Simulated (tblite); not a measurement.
Compound: C4H4NP.
SMILES: `c1cpccn1`

All values are computed: GFN2-xTB (tblite) harmonic vibrations without scaling, gas phase. This tight-binding method is rough: wavenumbers can miss measured ones by several per cent, in bad cases by 10 to 20.

Harmonic wavenumbers (cm⁻¹): 238.7, 246.1, 430.8, 554.8, 607.5, 734.0, 826.8, 828.1, 835.1, 903.6, 904.0, 920.4, 1071.1, 1129.1, 1228.7, 1273.8, 1333.1, 1361.9, 1446.8, 1544.4, 3010.5, 3011.5, 3046.2, 3047.0.

A = 5491, B = 3556, C = 2158 MHz; mass 97.008 u (most abundant isotopes); point group C2v, symmetry number 2.

Question: Zero-point energy?

Answer: Half the sum of the wavenumbers: 15267 cm⁻¹ = 43.65 kcal/mol.

Question: Give the ideal-gas entropy at 500 K and 1 bar in the rigid-rotor, harmonic-oscillator model (classical rotation).

Answer: Translation 42.22, rotation 26.60, vibration 16.02: S = 84.8 cal/(mol K).

Question: And Cp and H(500 K) − H(0)?

Answer: Cp = 31.06 cal/(mol K), of which vibrations give 23.11 (their classical limit is 24 R = 47.7); H(500 K) − H(0) = 9.01 kcal/mol without the zero-point energy, 5.03 from vibrations.

Question: Which modes carry the vibrational entropy at 500 K?

Answer: 238.7 cm⁻¹: 2.77; 246.1 cm⁻¹: 2.71; 430.8 cm⁻¹: 1.68; 554.8 cm⁻¹: 1.26; 607.5 cm⁻¹: 1.11; 734.0 cm⁻¹: 0.83 cal/(mol K); the other 18 give 5.65 together.

Question: What must be added to the electronic energy to get the Gibbs energy at 500 K and 1 bar?

Answer: ZPE + [H(500 K) − H(0)] − T·S = 43.65 + 9.01 − 42.42 = 10.24 kcal/mol.

Question: How do the functions run with temperature in this model?

Answer: 
| T (K) | S (cal/(mol K)) | Cp (cal/(mol K)) | H − H(0) (kcal/mol) | G − H(0) (kcal/mol) | ln q(vib) |
| --- | --- | --- | --- | --- | --- |
| 50 | 50.5 | 8.1 | 0.40 | -2.13 | 0.00 |
| 100 | 56.6 | 9.8 | 0.84 | -4.82 | 0.06 |
| 298.15 | 71.6 | 20.4 | 3.74 | -17.60 | 1.14 |
| 373.15 | 76.7 | 24.8 | 5.44 | -23.16 | 1.77 |
| 750 | 99.1 | 39.0 | 17.86 | -56.46 | 5.63 |
| 1000 | 111.0 | 43.8 | 28.26 | -82.76 | 8.24 |

q(vib) and H(0) count from the zero-point level.

Hindered rotation and anharmonicity are outside this model.
